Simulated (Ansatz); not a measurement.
Input file:

```yaml
crystal:
  periodic: [false, false, false]
  atoms:
    - {symbol: O, position_ang: [0.000000, -0.085450, 0.026264]}
    - {symbol: H, position_ang: [0.000000, 0.858098, -1.204718]}
    - {symbol: H, position_ang: [0.000000, 0.498278, 0.787814]}
basis:
  gaussian: {orbitals: def2-mTZVP}
magnetization: {spin_polarized: true, initial_magnetization: 0}
correlation: {method: bccd, electrons: outside_noble_gas}
scf: {omitted_lower_state_checks: [cluster_reference]}
output: {forces: true}
```

```sh
$ ansatz run in.yaml --threads 1 --pin off --events-out ev --progress --plain --max-ram 2393MiB
```

Log:

```
these checks for a lower state are left out or cut short: cluster_reference
284 factors; integrals over basis functions are off by at most 1.1e-3 eV
mean field evaluation 1: about -2062.5991 eV, gradient 2.6e1 eV
mean field evaluation 2: about -2062.5996 eV, gradient 2.6e1 eV
mean field evaluation 4: about -2065.7302 eV, gradient 2.0e0 eV
mean field evaluation 8: about -2065.7824 eV, gradient 3.6e-4 eV
mean field evaluation 16: about -2066.3156 eV, gradient 5.6e-2 eV
mean field evaluation 32: about -2066.3152 eV, gradient 2.6e-6 eV
mean field evaluation 64: about -2065.5372 eV, gradient 2.5e0 eV
mean field -2066.31522740 eV, -75.9356840082 hartree, gradient 2.1e-6 eV, S^2 0.563033; 10 other end points of the search recorded, 0 dependent functions left out
1 core orbitals not correlated: weight in the atoms' cores, before any rotation towards them, 1.000 or more for the frozen orbitals, at most 0.000 for the correlated occupied ones
reference -2066.31522740 eV, -75.9356840082 hartree; 4, 4 occupied and 25, 25 virtual orbitals, 284 factors
second order -5.07281350 eV of doubles, -0.00000000 eV of singles
cycle   1  -5.32574733 eV  change   -2.5e-1 eV  update   8.5e-2
cycle   2  -5.71013058 eV  change   -3.8e-1 eV  update   5.7e-2
cycle   3  -6.04041737 eV  change   -3.3e-1 eV  update   5.1e-2
cycle   4  -6.05919658 eV  change   -1.9e-2 eV  update   4.2e-2
cycle   5  -6.61929853 eV  change   -5.6e-1 eV  update   2.9e-2
cycle   6  -6.17659523 eV  change    4.4e-1 eV  update   3.3e-2
cycle   7  -6.38226932 eV  change   -2.1e-1 eV  update   1.4e-2
cycle   8  -6.23663497 eV  change    1.5e-1 eV  update   1.2e-2
cycle   9  -6.17877281 eV  change    5.8e-2 eV  update   2.9e-3
cycle  10  -6.20142283 eV  change   -2.3e-2 eV  update   2.3e-3
cycle  11  -6.20479292 eV  change   -3.4e-3 eV  update   5.8e-4
cycle  12  -6.19962811 eV  change    5.2e-3 eV  update   3.4e-4
cycle  13  -6.20190880 eV  change   -2.3e-3 eV  update   2.1e-4
cycle  14  -6.20134385 eV  change    5.6e-4 eV  update   5.7e-5
cycle  15  -6.20134406 eV  change   -2.1e-7 eV  update   2.5e-5
cycle  16  -6.20142861 eV  change   -8.5e-5 eV  update   9.2e-6
cycle  17  -6.20143019 eV  change   -1.6e-6 eV  update   2.9e-6
cycle  18  -6.20142942 eV  change    7.7e-7 eV  update   1.6e-6
cycle  19  -6.20142950 eV  change   -7.7e-8 eV  update   5.9e-7
the calculation of the forces begins
mean field evaluation 96: about -2066.3152 eV, gradient 2.1e-6 eV
Total energy: -2072.51665690 eV, -76.1635823388 hartree
Atom 0 at     0.000000    -0.085450     0.026264 Å, force     0.000000     1.640762    -4.483753 eV/Å
Atom 1 at     0.000000     0.858098    -1.204718 Å, force     0.000000    -2.706804     4.242621 eV/Å
Atom 2 at     0.000000     0.498278     0.787814 Å, force     0.000000     1.066043     0.241133 eV/Å
Dipole moment:    -0.000000     0.375260    -0.001505 e Å
Checks for a lower state left out: cluster_reference
```

Forces (eV/Å):
```
O    0.000  1.641 -4.484
H    0.000 -2.707  4.243
H    0.000  1.066  0.241
```

Ran on 1 thread of Intel Xeon Platinum 8488C, shared host: 1.6 s wall, 0.15 GiB peak host memory.
